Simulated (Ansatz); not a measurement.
in.yaml

```yaml
crystal:
  periodic: [false, false, false]
  atoms:
    - {symbol: Ga, position_ang: [0.000013, -0.353433, 2.046784]}
    - {symbol: P, position_ang: [-0.000005, -0.514710, -0.817362]}
    - {symbol: N, position_ang: [0.000032, -0.153890, -2.256686]}
    - {symbol: H, position_ang: [-0.000039, 1.022032, 1.027264]}
basis:
  gaussian: {orbitals: "6-31G*"}
correlation: {active_space: {window: {electrons: 2, orbitals: 2}, states: [{multiplicity: 2, weights: [1, 1, 1, 1, 1, 1, 1, 1, 1, 1, 1, 1, 1, 1, 1, 1, 1, 1, 1, 1, 1, 1, 1, 1, 1, 1, 1, 1, 1, 1]}]}}
```

```sh
$ ansatz run in.yaml --threads 1 --pin off --events-out ev --progress --plain --max-ram 2393MiB
```

Q: One thing in this input was set wrong on purpose, beside settings that are merely unusual. What is the gravest fault, and what does the program do?

A: Impossible set of states or weights. How the run ends: stopped by an error.
```
1166 factors; integrals over basis functions are off by at most 1.5e-7 eV
mean field evaluation 1: about -63089.0427 eV, gradient 3.7e1 eV
mean field evaluation 2: about -63089.0818 eV, gradient 3.7e1 eV
mean field evaluation 4: about -63092.9314 eV, gradient 3.0e0 eV
mean field evaluation 8: about -63093.0282 eV, gradient 1.6e-1 eV
mean field evaluation 16: about -63082.3490 eV, gradient 2.9e1 eV
mean field -63093.02880968 eV, -2318.6260427647 hartree, gradient 8.2e-6 eV, S^2 0.000000; 1 other end points of the search recorded, 0 dependent functions left out
reference -63093.02880968 eV, -2318.6260427647 hartree; 27, 27 occupied and 44, 44 virtual orbitals, 1166 factors
Error: 2 electrons in 2 orbitals have no state of multiplicity 2
```
